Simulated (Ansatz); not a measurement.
Geometry optimisation, RKS BLYP-D4/6-31G* (Ansatz 0.2.0).

Input:

```yaml
crystal:
  periodic: [false, false, false]
  atoms:
    - { symbol: B, position_ang: [0.0, 0.0, 0.0] }
    - { symbol: H, position_ang: [0.869, 0.0, 1.0849] }
    - { symbol: H, position_ang: [1.374, 0.0, 0.2102] }
    - { symbol: F, position_ang: [-1.1431, 0.0, -0.66] }
basis:
  gaussian: { orbitals: "6-31G*" }
hamiltonian:
  xc: blyp
  dispersion: d4
relax:
  f_tol: 0.15
  max_steps: 25
  restrain:
    - { distance: [1, 2], at: 0.66, k: 30.0 }
    - { distance: [0, 1], at: 2.39, k: 30.0 }
    - { distance: [0, 2], at: 2.39, k: 30.0 }
output:
  orbitals: {}
```

Run as:

```bash
$ ansatz run input.yaml --threads 1 --pin off --max-ram 2048MiB --backend cpu --events-out ev --progress --plain --runs-dir out
```

Task: Where does it end, and by what steps?

Result: It converged. The restraints hold the end off the free minimum. After 21 steps the energy has fallen by 2.723 eV (the restraints' own energy left out); B1 moved furthest, 1.00 Å. Joined: H2–H3 (1.01 → 0.71 Å).

```tsv
step	energy less start (eV)	largest force component (eV/Å)	accepted
0	0.0000	6.282	yes
1	2.9534	11.699	yes
2	-1.2477	4.440	yes
3	-1.6083	8.531	yes
4	-2.4507	1.383	yes
5	-2.4670	1.558	yes
6	-2.4760	1.543	yes
7	-2.4832	1.521	yes
8	-2.5159	1.583	yes
9	-2.5200	1.614	yes
10	-2.5813	2.233	yes
11	-2.6352	1.970	yes
12	-2.6889	1.174	yes
13	-2.6897	1.188	yes
14	-2.7209	1.411	no
15	-2.7024	1.108	yes
16	-2.7141	1.164	yes
17	-2.7269	1.134	yes
18	-2.7154	1.080	yes
19	-2.7297	1.097	no
20	-2.7144	1.282	yes
21	-2.7228	1.228	yes
```

```xyz
4
Properties=species:S:1:pos:R:3
B -0.226 0.150 -0.958
H 0.995 -0.062 1.100
H 1.542 -0.006 0.652
F -1.211 -0.083 -0.160
```

Run time: 11 s on 1 thread of Arm Neoverse V1, on a shared host, peak memory 0.092 GiB.
